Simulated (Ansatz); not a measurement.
Ligands exchanged one at a time, Si H-SH. Isolated molecules, 0 K electronic values unless said otherwise. One relaxed conformer stands for each flexible species; it need not be the lowest. Strings in code marks are SMILES.

Quantity: vertical ionisation energy (energy after one electron is removed minus that of the parent at the parent's geometry), in eV.

Case: `[SiH4]`. Geometry of `[SiH4]` (neutral, multiplicity 1, Å):

```xyz
5

Si     0.0000     0.0000     0.0000
H     -0.2299    -1.0935    -0.9665
H     -0.6573     1.2314    -0.4841
H      1.4515     0.2382     0.1381
H     -0.5644    -0.3761     1.3125
```

What is the computed vertical ionisation energy (energy after one electron is removed minus that of the parent at the parent's geometry) (frozen-core CCSD(T)/cc-pVQZ // CAM-B3LYP-D3(BJ)/def2-TZVP (Ansatz, a first-principles code))?

12.83 eV.
